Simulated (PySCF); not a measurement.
Computed with PBE-D3(BJ)/def2-TZVP // PBE0-D4/def2-TZVP run with PySCF 2.14.0. Isolated molecules, 0 K electronic values unless said otherwise. Delta-SCF ions had no search for a lower state. 

Reference species (SMILES): `N#N` (neutral, multiplicity 1).

```yaml
vertical ionisation energy (Delta-SCF): 15.38 eV
HOMO–LUMO gap: 8.44 eV
```

Changed species: `S=B`.

Task: What does the change do to the vertical ionisation energy (Delta-SCF) and HOMO–LUMO gap?

Result: the vertical ionisation energy (Delta-SCF) falls by 4.16 eV, to 11.22 eV; the HOMO–LUMO gap drops by 3.14 eV, to 5.30 eV.
